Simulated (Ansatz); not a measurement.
Match the barriers

Saddle point of CH₆N, doublet (CH₅N ([CH3][NH2]) + H → CH₄N ([CH3][NH]) + H₂; bonds formed: H1–H4; bonds broken: H1–N2), PBE0-D4/def2-TZVP structure:

H1  (-1.192, -0.394, 0.608)
N2  (-0.605, 0.558, 0.006)
C3  (0.794, 0.201, -0.103)
H4  (-1.503, -1.241, 0.800)
H5  (-1.032, 0.472, -0.919)
H6  (1.236, 0.140, 0.892)
H7  (1.309, 1.001, -0.648)
H8  (0.993, -0.736, -0.636)
(Å)

Computed with Ansatz 0.2.0 (basis: def2-TZVPP, with def2-QZVPP for the basis limit); correlated methods freeze the cores; orbitals are unrestricted. B3LYP uses VWN-RPA correlation. Extrapolation: Hartree–Fock as exp(−7.88 √X), correlation as X^−2.97. Four methods, as single points on the PBE0-D4 structures, gave these electronic barriers from the start structure: 0.044, 0.194, 0.800, 0.918 eV.

**Question.** The methods were, in alphabetical order, B3LYP-D4, BLYP-D4, HF, MP2. Which gave which? (Judge from chemistry; the calculation decides.)

**Answer.** The calculation gives: BLYP-D4 0.044; B3LYP-D4 0.194; MP2 0.800; HF 0.918 eV. For comparison, CCSD(T) at an estimated basis limit (MP2 extrapolated from triple and quadruple zeta, plus CCSD(T) − MP2 in triple zeta) gives 0.520 eV.

The T1 diagnostic stays at or below 0.018. ⟨S²⟩ of the unrestricted Hartree–Fock references: 0.75 to 0.79 (a pure state has 0.75).

Labels in which every atom is bracketed show which atoms are joined, not bond orders.

For scale, one of the runs: CCSD(T)/def2-TZVPP, 146 basis functions, launched by `ansatz run in.yaml --threads 2 --pin off --events-out ev --progress --plain --max-ram 4352MiB`. Time: 45 s of wall clock on 2 CPU threads of an Arm Neoverse V1; the host was shared. Peak host memory: 2.1 GiB.
